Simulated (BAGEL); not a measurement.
# SiNH4F (SMILES N[SiH2]F): RI-MP2/aug-cc-pVDZ (density fitting with qzvpp-jkfit)

What is the energy change on altering one bond length of SiNH4F at RI-MP2/aug-cc-pVDZ (density fitting with qzvpp-jkfit)? 

Program for the calculation: BAGEL 1.2.2.

**1. The molecule**

SiNH4F: 7 atoms, total charge 0, spin state singlet. As SMILES, `N[SiH2]F`. The coordinates come from a PBE0-D4/def2-TZVP relaxation. This is one conformer, not always the lowest.

Bond lengths: N1–Si2 1.696 Å, Si2–F3 1.605 Å, N1–H4 1.006 Å, N1–H5 1.006 Å, Si2–H6 1.479 Å, Si2–H7 1.479 Å. Angles: N1–Si2–F3 114.6°, N1–Si2–H6 108.3°, N1–Si2–H7 108.3°, F3–Si2–H6 105.8°, F3–Si2–H7 105.8°, Si2–N1–H4 122.0°, Si2–N1–H5 122.0°, H6–Si2–H7 114.0°, H4–N1–H5 111.8°.

**2. The energy at RI-MP2/aug-cc-pVDZ (density fitting with qzvpp-jkfit)**

mp2.json reads:

```json
{ "bagel" : [

{
  "title" : "molecule",
  "basis" : "aug-cc-pvdz.json",
  "df_basis" : "qzvpp-jkfit",
  "angstrom" : true,
  "geometry" : [
    { "atom" : "N", "xyz" : [   -0.761500,    0.339000,   -0.625200 ] },
    { "atom" : "Si", "xyz" : [    0.531100,   -0.115700,    0.373400 ] },
    { "atom" : "F", "xyz" : [    0.515100,   -1.653900,    0.829800 ] },
    { "atom" : "H", "xyz" : [   -0.786600,    0.105100,   -1.603600 ] },
    { "atom" : "H", "xyz" : [   -1.682200,    0.513500,   -0.258400 ] },
    { "atom" : "H", "xyz" : [    0.455900,    0.676200,    1.620700 ] },
    { "atom" : "H", "xyz" : [    1.789400,    0.068000,   -0.382300 ] }
  ]
},
{ "title" : "hf" },
{ "title" : "mp2", "ncore" : 7 }

]}
```

The basis set aug-cc-pVDZ is read from a file made from the Basis Set Exchange's data (not shown).

Started as:

```console
$ BAGEL_NUM_THREADS=1 BAGEL mp2.json > mp2.out
```

The log of the run:

```text
* using 1 threads per process

  ===============================================================
  ===============================================================

  *** Geometry ***

  { "atom" : "N", "xyz" : [     -1.439026,      0.640617,     -1.181457 ] },
  { "atom" : "Si", "xyz" : [      1.003634,     -0.218641,      0.705624 ] },
  { "atom" : "F", "xyz" : [      0.973398,     -3.125418,      1.568095 ] },
  { "atom" : "H", "xyz" : [     -1.486459,      0.198610,     -3.030365 ] },
  { "atom" : "H", "xyz" : [     -3.178897,      0.970374,     -0.488305 ] },
  { "atom" : "H", "xyz" : [      0.861526,      1.277833,      3.062679 ] },
  { "atom" : "H", "xyz" : [      3.381476,      0.128501,     -0.722442 ] },

  Number of auxiliary basis functions:      354

  Since a DF basis is specified, we compute 2- and 3-index integrals:
    o Being stored without compression. Storage requirement is 0.034 GB

  Number of basis functions:      109
  Number of electrons      :       34

    * METHOD: MOLECULE                             0.15

  *** RHF ***

  === Nuclear Repulsion ===
   118.5879466640

      * DIIS with orbital gradients will be used.

  === RHF iteration (aug-cc-pvdz.json) ===
      0       -444.84489145          0.02362758           0.05
      1       -445.10241542          0.01715229           0.05
      2       -445.25654680          0.00175846           0.04
      3       -445.25834589          0.00030909           0.04
      4       -445.25839271          0.00012263           0.04
      5       -445.25840641          0.00002806           0.04
      6       -445.25840714          0.00000783           0.04
      7       -445.25840721          0.00000272           0.04
      8       -445.25840722          0.00000100           0.05
      9       -445.25840722          0.00000040           0.04
     10       -445.25840722          0.00000014           0.04
     11       -445.25840722          0.00000005           0.04
     12       -445.25840722          0.00000001           0.04
     13       -445.25840722          0.00000000           0.04
    * SCF iteration converged.

    * Permanent dipole moment:
           (    0.427673,    -0.477222,     0.429738) a.u.

    * METHOD: HF                                   0.76

  *** RHF ***

  === Nuclear Repulsion ===
   118.5879466640

      * DIIS with orbital gradients will be used.

  === RHF iteration (aug-cc-pvdz.json) ===
      0       -445.25840722          0.00000000           0.04
    * SCF iteration converged.

    * Permanent dipole moment:
           (    0.427673,    -0.477222,     0.429738) a.u.

  === DF-MP2 calculation ===

    * freezing 7 orbitals
    * 3-index integral transformation done
    * assembly done

      MP2 correlation energy:   -0.4945462023      0.03

      MP2 total energy:       -445.7529534191

    * METHOD: MP2                                  0.13

  ===============================================================
```

It took 1.2 s on 1 thread of Arm Neoverse V1, shared host; peak memory 0.11 GiB.

**3. The distorted shape**

calc.json reads:

```json
{ "bagel": [

{
  "title": "molecule",
  "basis": "aug-cc-pvdz.json",
  "df_basis": "qzvpp-jkfit",
  "angstrom": "true",
  "geometry": [
    { "atom": "N", "xyz": [      -0.485305,       0.286653,      -0.735234 ] },
    { "atom": "Si", "xyz": [       0.807295,      -0.168047,       0.263366 ] },
    { "atom": "F", "xyz": [       0.791295,      -1.706247,       0.719766 ] },
    { "atom": "H", "xyz": [      -0.510405,       0.052753,      -1.713634 ] },
    { "atom": "H", "xyz": [      -1.682200,       0.513500,      -0.258400 ] },
    { "atom": "H", "xyz": [       0.732095,       0.623853,       1.510666 ] },
    { "atom": "H", "xyz": [       2.065595,       0.015653,      -0.492334 ] }
  ]
},

{
  "title": "hf"
},

{
  "title": "mp2",
  "ncore": 7
}

]}
```

The basis set aug-cc-pVDZ is read from a file made from the Basis Set Exchange's data (not shown).

Started as:

```console
$ BAGEL_NUM_THREADS=1 BAGEL calc.json > calc.out
```

The log of the run:

```text
* using 1 threads per process

  ===============================================================
  ===============================================================

  *** Geometry ***

  { "atom" : "N", "xyz" : [     -0.917094,      0.541696,     -1.389391 ] },
  { "atom" : "Si", "xyz" : [      1.525566,     -0.317563,      0.497690 ] },
  { "atom" : "F", "xyz" : [      1.495331,     -3.224340,      1.360161 ] },
  { "atom" : "H", "xyz" : [     -0.964526,      0.099689,     -3.238299 ] },
  { "atom" : "H", "xyz" : [     -3.178897,      0.970374,     -0.488305 ] },
  { "atom" : "H", "xyz" : [      1.383459,      1.178911,      2.854745 ] },
  { "atom" : "H", "xyz" : [      3.903409,      0.029580,     -0.930376 ] },

  Number of auxiliary basis functions:      354

  Since a DF basis is specified, we compute 2- and 3-index integrals:
    o Being stored without compression. Storage requirement is 0.034 GB

  Number of basis functions:      109
  Number of electrons      :       34

    * METHOD: MOLECULE                             0.15

  *** RHF ***

  === Nuclear Repulsion ===
   117.3037526853

      * DIIS with orbital gradients will be used.

  === RHF iteration (aug-cc-pvdz.json) ===
      0       -444.79204685          0.02307356           0.04
      1       -445.02544867          0.01826607           0.05
      2       -445.20532557          0.00187686           0.05
      3       -445.20765996          0.00036334           0.05
      4       -445.20775788          0.00015227           0.04
      5       -445.20777591          0.00004747           0.05
      6       -445.20777836          0.00001563           0.04
      7       -445.20777862          0.00000453           0.05
      8       -445.20777864          0.00000184           0.05
      9       -445.20777865          0.00000052           0.05
     10       -445.20777865          0.00000017           0.05
     11       -445.20777865          0.00000008           0.05
     12       -445.20777865          0.00000003           0.05
     13       -445.20777865          0.00000001           0.04
    * SCF iteration converged.

    * Permanent dipole moment:
           (    0.488777,    -0.496123,     0.404773) a.u.

    * METHOD: HF                                   0.78

  *** RHF ***

  === Nuclear Repulsion ===
   117.3037526853

      * DIIS with orbital gradients will be used.

  === RHF iteration (aug-cc-pvdz.json) ===
      0       -445.20777865          0.00000000           0.04
    * SCF iteration converged.

    * Permanent dipole moment:
           (    0.488777,    -0.496122,     0.404773) a.u.

  === DF-MP2 calculation ===

    * freezing 7 orbitals
    * 3-index integral transformation done
    * assembly done

      MP2 correlation energy:   -0.5029537937      0.03

      MP2 total energy:       -445.7107324396

    * METHOD: MP2                                  0.14

  ===============================================================
```

It took 1.2 s on 1 thread of Arm Neoverse V1, shared host; peak memory 0.11 GiB.

**4. What came out**

Level: RI-MP2/aug-cc-pVDZ (density fitting with qzvpp-jkfit), 7 core orbitals frozen.

| quantity | value |
| --- | --- |
| first shape: total energy | -445.75295 Eh |
| first shape: correlation energy (7 core orbitals frozen) | -494.5 mEh |
| distorted shape: total energy | -445.71073 Eh |
| distorted shape: correlation energy (7 core orbitals frozen) | -503.0 mEh |
| energy change with the N1–H5 bond stretched from 1.006 to 1.308 Å | 1.149 eV |

With the N1–H5 bond stretched from 1.006 to 1.308 Å the energy rises by 1.15 eV (111 kJ/mol). The first shape isn't relaxed at this level, so the change isn't measured from a minimum.
